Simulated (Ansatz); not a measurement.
# B2H3S radical (SMILES B[B]S): functionals against CCSD(T) at one geometry

One table from this session's results is given with a row withheld; the runs are named, their logs left out.

Method: single points in def2-TZVPP; program: Ansatz 0.2.0, Gaussian basis.

Cores are frozen in the correlated methods. Orbitals are unrestricted. B3LYP uses VWN-RPA correlation.

## The system as given

SMILES `B[B]S`, 6 atoms, charge 0, spin multiplicity 2.

Atoms are counted from 1 here; the program's logs count them from 0.

Bond lengths: B1–B2 1.518 Å, B1–H4 1.203 Å, B1–H5 1.178 Å, B2–S3 1.717 Å, S3–H6 1.362 Å. Angles: B2–B1–H4 122.3°, B2–B1–H5 122.5°, H4–B1–H5 115.1°, B1–B2–S3 175.9°, B2–S3–H6 101.9°.

Geometry (Å):

```xyz
6

B    -1.0214    0.2409   -0.5629
B     0.1531   -0.2356    0.2731
S     1.4068   -0.8580    1.2669
H    -1.2629   -0.2135   -1.6503
H    -1.7214    1.1260   -0.2253
H     2.4699   -0.0966    0.8868
```

Set-up of the first run:

File run/in.yaml:

```yaml
crystal:
  periodic: [false, false, false]
  atoms:
    - {symbol: B, position_ang: [-1.021400, 0.240900, -0.562900]}
    - {symbol: B, position_ang: [0.153100, -0.235600, 0.273100]}
    - {symbol: S, position_ang: [1.406800, -0.858000, 1.266900]}
    - {symbol: H, position_ang: [-1.262900, -0.213500, -1.650300]}
    - {symbol: H, position_ang: [-1.721400, 1.126000, -0.225300]}
    - {symbol: H, position_ang: [2.469900, -0.096600, 0.886800]}
basis:
  gaussian: {orbitals: def2-TZVPP}
magnetization: {spin_polarized: true, initial_magnetization: 1}
correlation: {method: ccsd_t}
scf: {omitted_lower_state_checks: [cluster_reference]}
output: {forces: true}
```

The command line of these runs was not kept.

Steps of the session up to this table: CCSD(T)/def2-TZVPP; PBE0-D4/def2-TZVPP; wB97M-V/def2-TZVPP; r2SCAN-D4/def2-TZVPP; PBE-D4/def2-TZVPP; B3LYP-D4/def2-TZVPP; BLYP-D4/def2-TZVPP.

One of the session's tables, all rows but one given; the rest of the session is left out.

| method | RMS force component (eV/Å) | angle to CCSD(T) forces (°) | dipole (D) |
| --- | --- | --- | --- |
| CCSD(T) | 0.662 | reference | 2.36 |
| PBE0-D4 | 0.550 | 7.0 | 2.26 |
| wB97M-V | 0.571 | 5.1 | 2.35 |
| r2SCAN-D4 | ? | ? | ? |
| PBE-D4 | 0.519 | 16.2 | 2.31 |
| B3LYP-D4 | 0.539 | 6.2 | 2.25 |
| BLYP-D4 | 0.520 | 13.7 | 2.29 |

Estimate the missing values for r2SCAN-D4.

**Answer.** RMS force component (eV/Å): 0.529; angle to CCSD(T) forces (°): 6.9; dipole (D): 2.24. In the column «RMS force component (eV/Å)» it lies between BLYP-D4 (0.520) and B3LYP-D4 (0.539).
